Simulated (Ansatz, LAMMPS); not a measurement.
## hcp Ti: properties by level of theory

Reference values: lattice constant a 2.950 Å (measured, 293 K, not corrected to a static lattice; as tabulated in Wikipedia's data pages); lattice parameter c 4.683 Å (measured, 293 K, no zero-point or thermal correction; as tabulated in Wikipedia's data pages).

```json
[
 {"level (code)": "COMB comb3 (LAMMPS)", "lattice constant a (Å)": "2.929", "lattice parameter c (Å)": "4.776"},
 {"level (code)": "spline MEAM Ti.meam.spline (LAMMPS)", "lattice constant a (Å)": "2.930", "lattice parameter c (Å)": "4.678"},
 {"level (code)": "rVV10 (Ansatz)", "lattice constant a (Å)": "2.939", "lattice parameter c (Å)": "…"},
 {"level (code)": "r²SCAN-D4 (Ansatz)", "lattice constant a (Å)": "2.931", "lattice parameter c (Å)": "4.633"},
 {"level (code)": "Hartree–Fock (Ansatz)", "lattice constant a (Å)": "2.981", "lattice parameter c (Å)": "4.707"}
]
```

### Question
Complete the blanks.

### Answer

- rVV10 (Ansatz, an electronic-structure program), lattice parameter c (Å): 4.659

Differences from the reference values (errors of the level alone only where the reference is corrected to a static lattice):

```
level                       lattice constant a (%)  lattice parameter c (%)
--------------------------  ----------------------  -----------------------
COMB comb3                                   -0.71                    +1.99
spline MEAM Ti.meam.spline                   -0.68                    -0.11
rVV10                                        -0.37                    -0.51
r²SCAN-D4                                    -0.64                    -1.07
Hartree–Fock                                 +1.05                    +0.51
```

Nearest: lattice constant a, not ranked (reference at room or unstated temperature); lattice parameter c, not ranked (reference at room or unstated temperature).

Empirical potentials (COMB comb3, spline MEAM Ti.meam.spline) are fitted to chosen data: where that held the value shown, agreement is built in, and what lay outside the fit can be far off.

Ansatz's density-functional and Hartree–Fock values are scalar-relativistic unless marked +SOC, with PAW data made under PBE.

The crystal itself was run without spin with rVV10, r²SCAN-D4, Hartree–Fock; a magnetic state was not tried in these runs.

Differences are worked out from the printed values.

Computed values are for the static lattice.
